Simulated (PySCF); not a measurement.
Compound: C4H9N.
Atom-mapped SMILES: `[CH3:1][NH:2][CH:3]1[CH2:4][CH2:5]1`

Definitions: NICS(0) = −σiso at the ring centroid; NICS(1) = −σiso and NICS(1)zz = −σzz at ±1 Å along the ring normal z. Level: GIAO PBE0/pcSseg-1 (PySCF, non-relativistic, gas phase) on the GFN2-xTB geometry, one conformer.

Ring bond lengths (Å), with Mayer bond orders in brackets: C3–C4 1.500 (0.95), C4–C5 1.499 (0.99), C5–C3 1.497 (0.97).

Q: Give the NICS values of each ring in ppm.

A: 
```csv
ring,type,NICS(0),"NICS(1), two faces","NICS(1)zz, two faces",rms pucker (Å),"centre to ring atoms, mean (Å)"
C3–C4–C5,3-membered carbocycle; formal bonds all single,-43.0,-7.9 / -9.5,-19.3 / -24.3,0.00,0.87
```

Q: What do they say, and how far can they be read as aromaticity?

A: 
- C3–C4–C5: mean NICS(1)zz -21.8 ppm, shielded. C3, C4, C5 have four or more neighbours; no verdict on aromaticity is drawn. The two faces differ by 5.0 ppm, so no symmetry operation interchanges them. NICS(0) lies 34 ppm below the mean NICS(1).

Q: At the second NICS(1) probe listed for ring C3–C4–C5, 1 Å off the ring, how large is the induced field along the normal in 7.05 T applied along it?

A: NICSzz × B0 = -24.3 ppm × 7.05 T = -171 μT, against the applied field.

Q: What are the shieldings of the ring atoms and their hydrogens in the same run (means over atoms taken as equivalent)?

A: 
| atoms | environment | σ isotropic (ppm) |
| --- | --- | --- |
| C3 | sp3 carbon bound to nitrogen | 151.6 |
| C4 (×2) | three-membered-ring carbon | 178.2 |
| H on C3 | methine hydrogen | 29.71 |
| H on C4 (×2) | methylene hydrogen | 31.32 |
| H on C4 (×2) | methylene hydrogen | 31.34 |

Shape of the structure used: `[CH3:1][NH:2][CH:3]1[CH2:4][CH2:5]1`: C1–N2–C3–C4 -90°.
